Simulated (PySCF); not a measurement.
C3H3NS.
Geometry (BHandHLYP/def2-SVP, Å), atoms numbered from 1 in this order:
```xyz
8
C3H3NS angstrom
C      0.760    0.237   -0.211
C      0.860    0.022    1.126
S     -0.687   -0.365    1.762
C     -1.342   -0.205    0.174
N     -0.491    0.107   -0.738
H      1.589    0.497   -0.858
H      1.740    0.070    1.750
H     -2.399   -0.361   -0.008
```

Computed, not measured: BHandHLYP/def2-SVP geometry optimisation, gas phase (PySCF).

Take the most abundant isotopes and a rigid rotor. 

Question: Give the principal moments of inertia and the rotational constants in cm⁻¹.

Answer: Ia = 58.71, Ib = 90.97, Ic = 149.68 u·Å²; 505379 MHz·u·Å²/I gives 8608, 5556 and 3376 MHz, that is A = 0.28715, B = 0.18531, C = 0.11263 cm⁻¹.

Question: What kind of rotor is it?

Answer: An asymmetric top; Ray's κ = -0.167.

Question: Is it planar, by Δ = Ic − Ia − Ib?

Answer: Planar: Δ = Ic − Ia − Ib = 0.00 u·Å². For a rigid frame Δ = −2 Σ m c², so it vanishes when all atoms lie in the ab plane; here none is more than 0.01 Å from it.

Question: Which lines would a microwave search look for?

Answer: The dipole components are |μa| = 1.29 D, |μb| = 0.91 D, |μc| = 0.00 D; the mirror of this Cs structure is the ab plane, so μc vanishes by symmetry and there are no c-type lines. Intensities carry the squares of the components, which stand as 1.00 : 0.50 (a : b). Some lines, for components of 0.1 D or more:

| type | branch | J(Ka,Kc) | MHz | lower level (cm⁻¹) |
| --- | --- | --- | --- | --- |
| a | Q | 2(2,0) ← 2(2,1) | 819 | 1.447 |
| a | R | 2(0,2) ← 1(0,1) | 17045 | 0.298 |
| b | R | 3(1,2) ← 2(2,1) | 20253 | 1.447 |
| b | R | 4(2,2) ← 3(3,1) | 22499 | 3.046 |
| b | Q | 4(3,2) ← 4(2,3) | 23009 | 3.510 |
| b | Q | 5(1,4) ← 5(0,5) | 28358 | 3.934 |
| a | R | 4(3,2) ← 3(3,1) | 36922 | 3.046 |
| a | R | 4(3,1) ← 3(3,0) | 38041 | 3.053 |
| b | R | 5(3,3) ← 4(2,2) | 60404 | 3.797 |
| b | R | 5(4,2) ← 4(3,1) | 73148 | 4.322 |

Question: Estimate the classical rotational partition function at 10 K, 200 K and 500 K.

Answer: Point group Cs, symmetry number σ = 1; q = (√π/σ)·√((kT/h)³/(ABC)), k/h = 20836.6 MHz/K: 420 at 10 K, 37500 at 200 K, 148000 at 500 K.

No BHandHLYP/def2-SVP frequencies stand behind this structure, so it isn't proved a minimum. No vibrational averaging or centrifugal distortion is included, and the geometry carries the error of its method. Quadrupole hyperfine structure (14N) is left out.
